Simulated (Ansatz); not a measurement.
# Nudged elastic band run: C₂H₇Al

Input:

```yaml
crystal:
  periodic: [false, false, false]
  atoms:
    - { symbol: Al, position_ang: [0.126059, -0.087136, 0.461728] }
    - { symbol: H, position_ang: [-0.21698, -0.303174, 2.007504] }
    - { symbol: C, position_ang: [2.008337, 0.031368, -0.067888] }
    - { symbol: H, position_ang: [2.554196, -0.885994, 0.215367] }
    - { symbol: H, position_ang: [2.153146, 0.187382, -1.148495] }
    - { symbol: H, position_ang: [2.515781, 0.856492, 0.462457] }
    - { symbol: C, position_ang: [-1.357704, 0.038388, -0.81043] }
    - { symbol: H, position_ang: [-1.911345, -0.916883, -0.851507] }
    - { symbol: H, position_ang: [-2.093331, 0.797341, -0.49193] }
    - { symbol: H, position_ang: [-1.041459, 0.282118, -1.836906] }
basis:
  gaussian: { orbitals: def2-SVP }
hamiltonian:
  xc: pbe0
  dispersion: d4
neb:
  order_check: false
  images: 9
  f_tol: 0.03
  max_iterations: 60
  final_atoms:
    - { symbol: Al, position_ang: [-1.37611026, -1.0096737, 0.91703829] }
    - { symbol: H, position_ang: [1.61578172, 0.19287801, 1.35857641] }
    - { symbol: C, position_ang: [2.04165756, 0.24441881, 0.34613067] }
    - { symbol: H, position_ang: [2.06924215, -0.76310254, -0.09133116] }
    - { symbol: H, position_ang: [1.43091362, 0.90455287, -0.28402344] }
    - { symbol: H, position_ang: [3.06448041, 0.63991439, 0.40713169] }
    - { symbol: C, position_ang: [-1.50571328, -0.18128894, -0.89668045] }
    - { symbol: H, position_ang: [-2.46355577, -0.42863384, -1.39248286] }
    - { symbol: H, position_ang: [-1.44276159, 0.92273759, -0.85402445] }
    - { symbol: H, position_ang: [-0.69723456, -0.52190065, -1.57043471] }
  initial_path:
    images:
      - { positions_ang: [[0.126059, -0.087136, 0.461728], [-0.21698, -0.303174, 2.007504], [2.008337, 0.031368, -0.067888], [2.554196, -0.885994, 0.215367], [2.153146, 0.187382, -1.148495], [2.515781, 0.856492, 0.462457], [-1.357704, 0.038388, -0.81043], [-1.911345, -0.916883, -0.851507], [-2.093331, 0.797341, -0.49193], [-1.041459, 0.282118, -1.836906]] }
      - { positions_ang: [[0.10076601, -0.07153968, 0.3692336], [0.03004508, -0.24611238, 1.89292553], [2.03327954, 0.02976752, 0.02454504], [2.53989118, -0.91138385, 0.21321915], [2.1203497, 0.25943612, -1.0334789], [2.59083858, 0.79803388, 0.56964595], [-1.42694794, 0.02630591, -0.8463334], [-1.97847656, -0.9269407, -0.83726874], [-2.13971661, 0.8058837, -0.52735723], [-1.13332897, 0.23645148, -1.885231]] }
      - { positions_ang: [[0.07547302, -0.05594336, 0.27673921], [0.27707016, -0.18905076, 1.77834706], [2.05822207, 0.02816705, 0.11697807], [2.52558637, -0.93677369, 0.21107131], [2.08755339, 0.33149023, -0.91846281], [2.66589617, 0.73957576, 0.6768349], [-1.49619189, 0.01422381, -0.88223681], [-2.04560813, -0.93699841, -0.82303047], [-2.18610223, 0.81442641, -0.56278446], [-1.22519894, 0.19078496, -1.93355601]] }
      - { positions_ang: [[0.05018003, -0.04034704, 0.18424481], [0.52409525, -0.13198914, 1.6637686], [2.08316461, 0.02656657, 0.20941111], [2.51128155, -0.96216354, 0.20892346], [2.05475709, 0.40354435, -0.80344671], [2.74095375, 0.68111765, 0.78402385], [-1.56543583, 0.00214172, -0.91814021], [-2.11273969, -0.94705611, -0.80879221], [-2.23248784, 0.82296911, -0.59821169], [-1.31706891, 0.14511845, -1.98188101]] }
      - { positions_ang: [[0.02488704, -0.02475072, 0.09175041], [0.77112033, -0.07492752, 1.54919013], [2.10810715, 0.02496609, 0.30184415], [2.49697673, -0.98755339, 0.20677561], [2.02196079, 0.47559847, -0.68843061], [2.81601134, 0.62265953, 0.8912128], [-1.63467978, -0.00994038, -0.95404361], [-2.17987126, -0.95711382, -0.79455395], [-2.27887345, 0.83151182, -0.63363891], [-1.40893888, 0.09945193, -2.03020601]] }
      - { positions_ang: [[-0.00040595, -0.0091544, -0.00074399], [1.01814541, -0.01786591, 1.43461166], [2.13304969, 0.02336561, 0.39427719], [2.48267191, -1.01294324, 0.20462777], [1.98916448, 0.54765258, -0.57341452], [2.89106892, 0.56420141, 0.99840175], [-1.70392372, -0.02202247, -0.98994701], [-2.24700282, -0.96717152, -0.78031569], [-2.32525907, 0.84005452, -0.66906614], [-1.50080885, 0.05378541, -2.07853102]] }
      - { positions_ang: [[-0.27554682, -0.20925826, 0.18281247], [1.13767267, 0.02428288, 1.41940461], [2.11477126, 0.06757625, 0.38464788], [2.39998596, -0.9629751, 0.14543598], [1.87751431, 0.61903264, -0.5155363], [2.92575122, 0.57934401, 0.88014774], [-1.66428163, -0.05387577, -0.9712937], [-2.29031341, -0.85946399, -0.90274912], [-2.14875957, 0.85659114, -0.7060578], [-1.34009399, -0.0613518, -1.97691176]] }
      - { positions_ang: [[-0.55068768, -0.40936212, 0.36636892], [1.25719994, 0.06643166, 1.40419756], [2.09649283, 0.11178689, 0.37501858], [2.31730001, -0.91300696, 0.08624419], [1.76586414, 0.6904127, -0.45765809], [2.96043352, 0.5944866, 0.76189373], [-1.62463954, -0.08572906, -0.95264039], [-2.333624, -0.75175645, -1.02518255], [-1.97226008, 0.87312775, -0.74304947], [-1.17937913, -0.17648901, -1.87529249]] }
      - { positions_ang: [[-0.82582854, -0.60946598, 0.54992538], [1.3767272, 0.10858044, 1.38899051], [2.07821441, 0.15599753, 0.36538928], [2.23461405, -0.86303882, 0.02705241], [1.65421397, 0.76179276, -0.39977987], [2.99511581, 0.6096292, 0.64363972], [-1.58499745, -0.11758236, -0.93398707], [-2.37693459, -0.64404891, -1.14761599], [-1.79576058, 0.88966436, -0.78004113], [-1.01866428, -0.29162623, -1.77367323]] }
      - { positions_ang: [[-1.1009694, -0.80956984, 0.73348184], [1.49625446, 0.15072923, 1.37378346], [2.05993598, 0.20020817, 0.35575998], [2.1519281, -0.81307068, -0.03213938], [1.54256379, 0.83317282, -0.34190166], [3.02979811, 0.6247718, 0.5253857], [-1.54535537, -0.14943565, -0.91533376], [-2.42024518, -0.53634138, -1.27004942], [-1.61926108, 0.90620098, -0.81703279], [-0.85794942, -0.40676344, -1.67205397]] }
      - { positions_ang: [[-1.37611026, -1.0096737, 0.91703829], [1.61578172, 0.19287801, 1.35857641], [2.04165756, 0.24441881, 0.34613067], [2.06924215, -0.76310254, -0.09133116], [1.43091362, 0.90455287, -0.28402344], [3.06448041, 0.63991439, 0.40713169], [-1.50571328, -0.18128894, -0.89668045], [-2.46355577, -0.42863384, -1.39248286], [-1.44276159, 0.92273759, -0.85402445], [-0.69723456, -0.52190065, -1.57043471]] }
```

Command:

```bash
$ ansatz run input.yaml --threads 1 --pin off --max-ram 2048MiB --backend cpu --events-out ev --progress --plain --runs-dir out
```

Output, in part (warnings, iteration lines, the closing report on the highest movable image, with atoms numbered from 0):

```
NEB end point (image 0): max|allowed force component| = 1.100e-2 eV/Å (the criterion of neb.relax_end_points is 1.000e-2)
NEB end point (image 10): max|allowed force component| = 2.540e-2 eV/Å (the criterion of neb.relax_end_points is 1.000e-2)
NEB iter   1: max|band force component| = 5.329e0 eV/Å  barrier→ = 5.2499 eV  barrier← = 4.2329 eV  Δτ_max = 0.2000 Å  (297 SCF iters)
NEB iter   2: max|band force component| = 2.388e0 eV/Å  barrier→ = 4.4249 eV  barrier← = 3.4079 eV  Δτ_max = 0.2000 Å  (243 SCF iters)
NEB iter   3: max|band force component| = 2.084e0 eV/Å  barrier→ = 3.9200 eV  barrier← = 2.9030 eV  Δτ_max = 0.2000 Å  (228 SCF iters)
NEB iter   4: max|band force component| = 1.436e0 eV/Å  barrier→ = 3.4368 eV  barrier← = 2.4198 eV  Δτ_max = 0.1927 Å  (218 SCF iters)
NEB iter   5: max|band force component| = 8.768e-1 eV/Å  barrier→ = 2.8206 eV  barrier← = 1.8036 eV  Δτ_max = 0.2000 Å  (213 SCF iters)
NEB iter   6: max|band force component| = 1.516e0 eV/Å  barrier→ = 3.2352 eV  barrier← = 2.2182 eV  Δτ_max = 0.1004 Å  (213 SCF iters)
NEB iter   7: max|band force component| = 5.869e-1 eV/Å  barrier→ = 3.0999 eV  barrier← = 2.0829 eV  Δτ_max = 0.2000 Å  (212 SCF iters)
NEB iter   8: max|band force component| = 9.846e-1 eV/Å  barrier→ = 2.6244 eV  barrier← = 1.6074 eV  Δτ_max = 0.1006 Å  (214 SCF iters)
NEB iter   9: max|band force component| = 2.225e0 eV/Å  barrier→ = 2.6575 eV  barrier← = 1.6405 eV  CI = image 5  Δτ_max = 0.1999 Å  (214 SCF iters)
NEB iter  10: max|band force component| = 2.274e0 eV/Å  barrier→ = 2.7594 eV  barrier← = 1.7424 eV  CI = image 5  Δτ_max = 0.1999 Å  (214 SCF iters)
NEB iter  11: max|band force component| = 2.236e0 eV/Å  barrier→ = 2.9118 eV  barrier← = 1.8948 eV  CI = image 5  Δτ_max = 0.2000 Å  (214 SCF iters)
NEB iter  12: max|band force component| = 1.972e0 eV/Å  barrier→ = 3.3150 eV  barrier← = 2.2980 eV  CI = image 5  Δτ_max = 0.1987 Å  (217 SCF iters)
NEB iter  13: max|band force component| = 9.475e-1 eV/Å  barrier→ = 3.2183 eV  barrier← = 2.2013 eV  CI = image 5  Δτ_max = 0.1574 Å  (207 SCF iters)
NEB iter  14: max|band force component| = 2.802e-1 eV/Å  barrier→ = 3.1474 eV  barrier← = 2.1304 eV  CI = image 5  Δτ_max = 0.0845 Å  (209 SCF iters)
NEB iter  15: max|band force component| = 8.547e-2 eV/Å  barrier→ = 3.1409 eV  barrier← = 2.1239 eV  CI = image 5  Δτ_max = 0.1110 Å  (196 SCF iters)
NEB iter  16: max|band force component| = 1.402e-1 eV/Å  barrier→ = 3.1366 eV  barrier← = 2.1196 eV  CI = image 5  Δτ_max = 0.0555 Å  (191 SCF iters)
NEB iter  17: max|band force component| = 9.505e-2 eV/Å  barrier→ = 3.1344 eV  barrier← = 2.1174 eV  CI = image 5  Δτ_max = 0.0556 Å  (199 SCF iters)
NEB iter  18: max|band force component| = 8.532e-2 eV/Å  barrier→ = 3.1319 eV  barrier← = 2.1149 eV  CI = image 5  Δτ_max = 0.0556 Å  (200 SCF iters)
NEB iter  19: max|band force component| = 8.478e-2 eV/Å  barrier→ = 3.1293 eV  barrier← = 2.1123 eV  CI = image 5  Δτ_max = 0.0556 Å  (200 SCF iters)
NEB iter  20: max|band force component| = 8.386e-2 eV/Å  barrier→ = 3.1268 eV  barrier← = 2.1098 eV  CI = image 5  Δτ_max = 0.1113 Å  (198 SCF iters)
NEB iter  21: max|band force component| = 8.465e-2 eV/Å  barrier→ = 3.1228 eV  barrier← = 2.1058 eV  CI = image 5  Δτ_max = 0.1112 Å  (202 SCF iters)
NEB iter  22: max|band force component| = 8.705e-2 eV/Å  barrier→ = 3.1208 eV  barrier← = 2.1038 eV  CI = image 5  Δτ_max = 0.1109 Å  (203 SCF iters)
NEB iter  23: max|band force component| = 5.637e-2 eV/Å  barrier→ = 3.1202 eV  barrier← = 2.1032 eV  CI = image 5  Δτ_max = 0.1110 Å  (201 SCF iters)
NEB iter  24: max|band force component| = 4.305e-2 eV/Å  barrier→ = 3.1198 eV  barrier← = 2.1028 eV  CI = image 5  Δτ_max = 0.0670 Å  (194 SCF iters)
NEB iter  25: max|band force component| = 1.475e-1 eV/Å  barrier→ = 3.1196 eV  barrier← = 2.1026 eV  CI = image 5  Δτ_max = 0.0334 Å  (197 SCF iters)
NEB iter  26: max|band force component| = 5.707e-2 eV/Å  barrier→ = 3.1195 eV  barrier← = 2.1025 eV  CI = image 5  Δτ_max = 0.0271 Å  (195 SCF iters)
NEB iter  27: max|band force component| = 1.707e-2 eV/Å  barrier→ = 3.1193 eV  barrier← = 2.1023 eV  CI = image 5  Δτ_max = 0.0000 Å  (405 SCF iters)
Total energy: -8772.59412320 eV, -322.3868877498 hartree
Atom 0 at    -0.352898    -0.261447     0.938490 Å, force     0.009996     0.004234    -0.004252 eV/Å
Atom 1 at     1.059328    -0.101045     1.645248 Å, force    -0.006320    -0.001157     0.005445 eV/Å
Atom 2 at     1.671217     0.192801     0.085964 Å, force     0.005124    -0.003997     0.001453 eV/Å
Atom 3 at     1.769949    -0.646551    -0.625948 Å, force    -0.000749     0.001996     0.001475 eV/Å
Atom 4 at     1.467941     1.135787    -0.452221 Å, force    -0.001592    -0.000143     0.002996 eV/Å
Atom 5 at     2.615715     0.297085     0.639062 Å, force     0.005058     0.002063    -0.005213 eV/Å
Atom 6 at    -1.255398    -0.173606    -0.804698 Å, force    -0.012653    -0.004326    -0.002676 eV/Å
Atom 7 at    -2.331044    -0.393984    -0.752749 Å, force    -0.001558     0.000641    -0.004327 eV/Å
Atom 8 at    -1.125335     0.836053    -1.230473 Å, force     0.001939    -0.000695     0.002463 eV/Å
Atom 9 at    -0.782775    -0.885191    -1.502774 Å, force     0.000755     0.001383     0.002637 eV/Å
Dipole moment:    -0.009967     0.031471    -0.250385 e Å
```

The run converged. Neighbouring images differ by up to 2.4 eV, so the band resolves the path poorly. A vibrational analysis at the climbing image gives one clearly imaginary mode, 1299i cm⁻¹: a first-order saddle point. The orbitals stay closed-shell, which can raise the energy where a bond breaks towards radicals; this wasn't checked here.

Final band (atoms are numbered from 1 in the order of the input):

| image | path coordinate (Å) | energy (eV) | Al1–H2 (Å) | Al1–C3 (Å) | H2–C3 (Å) |
| --- | --- | --- | --- | --- | --- |
| 0 | 0.00 | 0.00 | 1.60 | 1.96 | 3.06 |
| 1 | 0.96 | 0.00 | 1.60 | 1.96 | 3.07 |
| 2 | 1.92 | 0.00 | 1.60 | 1.96 | 3.09 |
| 3 | 2.89 | 0.01 | 1.60 | 1.96 | 3.08 |
| 4 | 3.85 | 0.70 | 1.56 | 1.93 | 2.59 |
| 5 | 4.81 | 3.12 | 1.59 | 2.24 | 1.70 |
| 6 | 5.33 | 1.82 | 1.82 | 2.50 | 1.22 |
| 7 | 5.85 | 1.11 | 2.27 | 3.01 | 1.11 |
| 8 | 6.38 | 1.02 | 2.74 | 3.45 | 1.10 |
| 9 | 6.90 | 1.02 | 3.08 | 3.67 | 1.10 |
| 10 | 7.42 | 1.02 | 3.25 | 3.69 | 1.10 |

Run time: 10 min on 1 thread of Arm Neoverse V1, on a shared host, peak memory 0.15 GiB.
